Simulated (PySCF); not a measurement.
**CH5AlS (SMILES C[S][AlH2]): levels of theory compared**

Aim: a comparison of 4 runs (HF/STO-3G, HF/3-21G, B3LYP/6-31G*, B3LYP/6-31G**) of CH5AlS. The job is set up through a Python script.

The results are computed with PySCF 2.14.0.

## 1. The structure to begin with

CH5AlS has 8 atoms, charge 0, and is taken as a singlet. SMILES: `C[S][AlH2]`. The coordinates come from a PBE0-D4/def2-TZVP relaxation.

Bond lengths: C1–S2 1.822 Å, S2–Al3 2.168 Å, C1–H4 1.089 Å, C1–H5 1.090 Å, C1–H6 1.089 Å, Al3–H7 1.585 Å, Al3–H8 1.580 Å. Angles: C1–S2–Al3 102.5°, S2–C1–H4 108.7°, S2–C1–H5 111.6°, S2–C1–H6 108.7°, S2–Al3–H7 117.5°, S2–Al3–H8 117.5°, H4–C1–H5 109.2°, H4–C1–H6 109.2°, H5–C1–H6 109.2°, H7–Al3–H8 125.0°.

## 2. Energy and forces at HF/STO-3G (run 1)

File run.py:

```python
# C[S][AlH2]
from pyscf import gto

mol = gto.Mole()
mol.atom = '''
C     -0.724600     1.053200    -0.503600
S     -1.089900    -0.442800     0.469800
Al     0.859700    -1.372400     0.651800
H     -1.303700     1.020900    -1.425600
H      0.334900     1.125300    -0.747500
H     -1.020100     1.927600     0.074700
H      2.088300    -0.637300    -0.027600
H      0.947600    -2.731800     1.452200
'''
mol.max_memory = 1860
mol.verbose = 3
mol.charge = 0
mol.basis = 'sto-3g'
mol.build()

mf = mol.RHF()
mf.conv_tol = 1e-10
mf.kernel()
if not mf.converged:
    mf = mf.newton().run(mf.mo_coeff, mf.mo_occ)

e_final = mf.e_tot
print('E = %.10f Eh' % e_final)
grad = mf.nuc_grad_method().kernel()
dip = mf.dip_moment()
pop, q = mf.mulliken_pop()
```

Launch:

```
$ OMP_NUM_THREADS=1 python run.py
```

The program printed:

```text
converged SCF energy = -672.525355400386
E = -672.5253554004 Eh
--------------- RHF gradients ---------------
         x                y                z
0 C     0.0028130677     0.0177226611    -0.0111649356
1 S    -0.0295676113     0.0083466696     0.0006940309
2 Al    -0.0079570545     0.0021524110     0.0002507383
3 H    -0.0037502245    -0.0057819225    -0.0009197624
4 H     0.0046473804    -0.0046299893     0.0019037231
5 H    -0.0023502797    -0.0013913460     0.0063554817
6 H     0.0349046532     0.0231429920    -0.0206566498
7 H     0.0012600686    -0.0395614759     0.0235373738
----------------------------------------------
Dipole moment(X, Y, Z, Debye):  1.38606, -0.17299, -0.16482
 ** Mulliken pop  **
pop of  0 C 1s            1.99237
pop of  0 C 2s            1.23008
pop of  0 C 2px           1.01234
pop of  0 C 2py           1.01488
pop of  0 C 2pz           1.01762
pop of  1 S 1s            1.99991
pop of  1 S 2s            1.99664
pop of  1 S 3s            1.87421
pop of  1 S 2px           1.98791
pop of  1 S 2py           1.98339
pop of  1 S 2pz           1.99268
pop of  1 S 3px           1.47645
pop of  1 S 3py           1.20734
pop of  1 S 3pz           1.64761
pop of  2 Al 1s           1.99948
pop of  2 Al 2s           1.98290
pop of  2 Al 3s           1.03881
pop of  2 Al 2px          1.94041
pop of  2 Al 2py          1.93880
pop of  2 Al 2pz          1.93165
pop of  2 Al 3px          0.55914
pop of  2 Al 3py          0.51318
pop of  2 Al 3pz          0.30043
pop of  3 H 1s            0.94202
pop of  4 H 1s            0.94819
pop of  5 H 1s            0.94192
pop of  6 H 1s            1.26677
pop of  7 H 1s            1.26285
 ** Mulliken atomic charges  **
charge of    0C =     -0.26730
charge of    1S =     -0.16615
charge of    2Al =      0.79519
charge of    3H =      0.05798
charge of    4H =      0.05181
charge of    5H =      0.05808
charge of    6H =     -0.26677
charge of    7H =     -0.26285
```

Wall time 1.9 s (1 thread of Intel Xeon at 2.70GHz, shared host); peak memory 0.12 GiB.

## 3. Energy and gradient at HF/3-21G (run 2)

File start.xyz:

```xyz
8
CH5AlS
C     -0.724600     1.053200    -0.503600
S     -1.089900    -0.442800     0.469800
Al     0.859700    -1.372400     0.651800
H     -1.303700     1.020900    -1.425600
H      0.334900     1.125300    -0.747500
H     -1.020100     1.927600     0.074700
H      2.088300    -0.637300    -0.027600
H      0.947600    -2.731800     1.452200
```

File job.py:

```python
# C[S][AlH2]
import pyscf.grad
from pyscf import gto, scf

mol = gto.M(
    atom='start.xyz',
    spin=0,
    basis='3-21g',
    verbose=4,
    max_memory=1860,
)

mf = scf.RHF(mol)
mf.conv_tol = 1e-10
mf.kernel()
if not mf.converged:
    mf = mf.newton().run(mf.mo_coeff, mf.mo_occ)

etot = mf.e_tot
print('Final energy', etot)
grad = mf.Gradients().kernel()
mf.analyze()
```

Launch:

```
$ OMP_NUM_THREADS=1 python job.py
```

The program printed:

```text
PySCF version 2.14.0

[... 77 lines left out ...]
Nuclear Repulsion Energy =             134.572350815443514
[... 8 lines left out ...]
MO #3   energy= -11.2059042700504  occ= 2
[... 6 lines left out ...]
MO #10  energy= -3.19701726837499  occ= 2
[... 6 lines left out ...]
MO #17  energy= -0.488114360809854 occ= 2
[... 6 lines left out ...]
MO #24  energy= 0.177782623366214  occ= 0
[... 6 lines left out ...]
MO #31  energy= 0.400541633289054  occ= 0
[... 6 lines left out ...]
MO #38  energy= 1.01675053801121   occ= 0
[... 6 lines left out ...]
MO #45  energy= 1.99051321020476   occ= 0
[... 56 lines left out ...]
Dipole moment(X, Y, Z, Debye):  1.89370,  0.79715, -0.84897
```

Wall time 2 s (1 thread of Intel Xeon at 2.70GHz, shared host); peak memory 0.12 GiB.

Run 3 isn't shown in full; the table further down has it.

## 4. Energy and gradient at B3LYP/6-31G(d,p) (spherical functions) (run 4)

File job.py:

```python
from pyscf import gto, dft

mol = gto.M(
    atom='''
C     -1.369296     1.990260    -0.951666
S     -2.059613    -0.836771     0.887793
Al     1.624598    -2.593460     1.231723
H     -2.463636     1.929221    -2.693994
H      0.632869     2.126509    -1.412570
H     -1.927710     3.642636     0.141163
H      3.946315    -1.204322    -0.052156
H      1.790704    -5.162354     2.744260
''',
    charge=0,
    max_memory=1860,
    verbose=4,
    unit='bohr',
    basis='6-31g**',
)

mf = dft.RKS(mol)
mf.xc = 'b3lyp'
mf.grids.level = 5
mf.conv_tol = 1e-10
mf.kernel()
if not mf.converged:
    mf = mf.newton().run(mf.mo_coeff, mf.mo_occ)

e_tot = mf.e_tot
print(f'total energy: {e_tot:.8f} hartree')
grad = mf.nuc_grad_method().kernel()
dip = mf.dip_moment()
pop, q = mf.mulliken_pop()
```

Launch:

```
$ OMP_NUM_THREADS=1 python job.py
```

The program printed:

```text
PySCF version 2.14.0

[... 76 lines left out ...]
converged SCF energy = -681.764168708298
total energy: -681.76416871 hartree
[... 12 lines left out ...]
Dipole moment(X, Y, Z, Debye):  0.84386,  1.05134, -0.79843
[... 84 lines left out ...]
charge of    7H =     -0.10216
```

Run time: 39 s. Hardware: 1 thread of Intel Xeon at 2.70GHz, shared host; peak memory 0.73 GiB.

## 5. All runs side by side

```tsv
run	level	integration grid	energy (Eh)	dipole moment (D)	HOMO energy (eV)	LUMO energy (eV)	wall time
1	HF/STO-3G	–	-672.525355	1.41	-6.26	8.64	1.9 s
2	HF/3-21G	–	-676.722081	2.22	-9.85	1.20	2 s
3	B3LYP/6-31G* (spherical functions)	5	-681.758528	1.57	-6.88	-1.42	23 s
4	B3LYP/6-31G** (spherical functions)	5	-681.764169	1.57	-6.88	-1.43	39 s
```

## 6. Summary of results

```
                       quantity          value
            run 4: total energy  -681.76417 Eh
           run 4: dipole moment         1.57 D
             run 4: HOMO energy       -6.88 eV
             run 4: LUMO energy       -1.43 eV
           run 4: HOMO–LUMO gap        5.45 eV
run 4: largest force on an atom     0.534 eV/Å
```

What this shows: The dipole moment (its size) runs from 1.41 D (HF/STO-3G) to 2.22 D (HF/3-21G). The HOMO–LUMO gap runs from 5.45 eV (B3LYP/6-31G**) to 14.90 eV (HF/STO-3G). The two ends differ in method and basis. In run 1 the basis is minimal, so the values are rough. All runs together took 65 s, the longest 39 s.
